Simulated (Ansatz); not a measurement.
Gas-phase electronic energies from Ansatz, PBE0-D4/def2-TZVP geometries. CCSD(T)/CBS is the MP2 limit (def2-TZVPP, def2-QZVPP) plus CCSD(T) − MP2 in def2-TZVPP, frozen cores. This one scheme is used for every species.

Consider the ligand exchange at the Si–S bond: `[SiH3]S` + `N[SiH3]` → `[SiH3]N[SiH3]` + H₂S.

```json
{"level": "MP2/cc-pV(Q+d)Z", "ΔE (kJ/mol)": "-1.6"}
{"level": "CCSD/CBS(cc)", "ΔE (kJ/mol)": "-2.2"}
```

(1) What does CCSD(T)/CBS give? (Best estimate.)

Largest T1 diagnostic among the species: 0.011.

Answers

(1) The calculation gave: -1.0 kJ/mol. The listed levels differ from it by -0.6, -1.2 kJ/mol.

The D4 term adds −4.2 kJ/mol with B3LYP and −2.4 kJ/mol with PBE0; it sums over pairs of atoms, weighted by their polarisabilities, and B3LYP, whose exchange is more repulsive, gets the larger term. Leaving LDA and LC-ωPBE aside and taking each functional with its dispersion term where it has one, the values, not all of them listed here, spread over 13.4 kJ/mol, from BHLYP-D4 to PBE-D4. LDA lies −6.2 kJ/mol from PBE without D4. At CCSD(T), def2-SVP lies −7.3 kJ/mol from the extrapolated value and def2-TZVPP −2.3 kJ/mol.

B3LYP here is the variant with VWN-RPA as its local correlation; programs differ in this.
